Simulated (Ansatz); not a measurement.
One 2-atom cell of zinc-blende GaAs (8×8×8 k mesh) in Ansatz (a program for electronic structure) on different hardware, wall time of one geometry. The machine ran nothing else. Each time is one whole self-consistent calculation from the program's own starting density. Runs that were refused, crashed or met a hardware fault are not listed.

```csv
level,1 threads on AMD EPYC 9R45,1 x GB200 with 34 host threads,1 x GB300 with 34 host threads,4 x GB200 with 142 host threads,4 x GB200 with 72 host threads,"72 threads on Grace (Neoverse V2), one socket",8 threads on AMD EPYC 9R45,94 threads on AMD EPYC 9R45…
LDA,0.69 s,0.92 s,0.96 s,–,3.4 s,0.25 s,0.25 s,0.31 s
PBE,0.74 s,0.94 s,1.0 s,–,3.4 s,0.23 s,0.24 s,0.31 s
r²SCAN,1.5 s,1.0 s,1.1 s,–,3.5 s,0.36 s,0.40 s,0.44 s
r²SCAN+rVV10,3.1 s,1.1 s,1.3 s,–,3.8 s,0.48 s,0.69 s,0.73 s
HSE06,51 s,5.3 s,5.9 s,10 s,–,3.8 s,8.9 s,4.3 s
PBE0,–,5.2 s,5.8 s,10 s,–,3.7 s,8.8 s,4.2 s
Hartree–Fock,–,6.1 s,7.1 s,11 s,–,5.0 s,11 s,5.7 s
```
